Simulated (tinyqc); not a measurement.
Inside a calculation. Method: Hueckel theory of the pi electrons with the omega technique, for the molecule NC=CC=O (SMILES; centres numbered as the heavy atoms are written). One step of it, computed by the program tinyqc.

Task: Orbitals, round 1. Diagonalise; E = alpha + x beta with beta < 0, so the largest x are filled first; degenerate levels share their electrons. P = sum n_i c_ri c_si; each orbital has its largest coefficient positive (the first on a tie).

Hueckel matrix in units of beta (H = alpha + beta A), order 1N, 2C, 3C, 4C, 5O:
```
[[1.500000, 0.800000, 0.000000, 0.000000, 0.000000],
 [0.800000, 0.000000, 1.000000, 0.000000, 0.000000],
 [0.000000, 1.000000, 0.000000, 1.000000, 0.000000],
 [0.000000, 0.000000, 1.000000, 0.000000, 1.000000],
 [0.000000, 0.000000, 0.000000, 1.000000, 1.000000]]
```

pi electrons, sum of z_r less the charge = 6

Give: x values; occupations; coefficients; charge and bond-order matrix P.

Result:

x values: [2.0484, 1.7328, 0.7827, -0.4892, -1.5747]

occupations: [2.0000, 2.0000, 2.0000, 0.0000, 0.0000]

coefficients, order 1N, 2C, 3C, 4C, 5O:
```
[[0.6433, -0.5754, -0.4158, -0.2589, 0.1232],
 [0.4409, -0.1674, 0.3728, 0.6438, -0.4734],
 [0.3886, 0.1702, 0.6244, -0.1078, 0.6469],
 [0.3550, 0.4624, 0.1160, -0.5911, -0.5453],
 [0.3387, 0.6310, -0.5337, 0.3969, 0.2118]]
```

charge and bond-order matrix P, order 1N, 2C, 3C, 4C, 5O:
```
[[1.8356, 0.4500, -0.2152, -0.1717, 0.1534],
 [0.4500, 0.7229, 0.7513, 0.2447, -0.3105],
 [-0.2152, 0.7513, 1.1398, 0.5781, -0.1885],
 [-0.1717, 0.2447, 0.5781, 0.7066, 0.7002],
 [0.1534, -0.3105, -0.1885, 0.7002, 1.5952]]
```
